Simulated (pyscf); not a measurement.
HS–GaH₂ → S=GaH + H₂, an elimination (singlet surface; H–S, Ga–H broken, H–H formed). Structures and frequencies: ωB97X-D3(BJ)/def2-SVP in PySCF. Energies in kJ/mol from the reactant's lowest minimum found.

Small-basis levels: PySCF, no dispersion term, spherical d functions. 

Task: In single points B3LYP/LANL2DZ puts the saddle at 218.5 kJ/mol and the reaction energy at +70.2 kJ/mol. Should these be trusted to within a few kcal/mol? Compare with ωB97M-D3(BJ)/def2-TZVP.

Result: ωB97M-D3(BJ)/def2-TZVP gives ΔE‡ = 217.9 kJ/mol and ΔE = +95.9 kJ/mol. B3LYP/LANL2DZ lies 0.6 kJ/mol over it in the barrier and 25.7 kJ/mol under it in the reaction energy, so on this step it does not hold to within 12.6 kJ/mol. ωB97M-D3(BJ)/def2-TZVP has limits of its own. At the saddle there is also a short Ga–H contact that neither side keeps. S=GaH lies 54.1 kJ/mol over its isomer HS–Ga [singlet] (electronic energy, ωB97M-D3(BJ)/def2-TZVP). One saddle was located; it need not be the lowest between these sides. In the def2 sets elements up to Kr have no core potential.
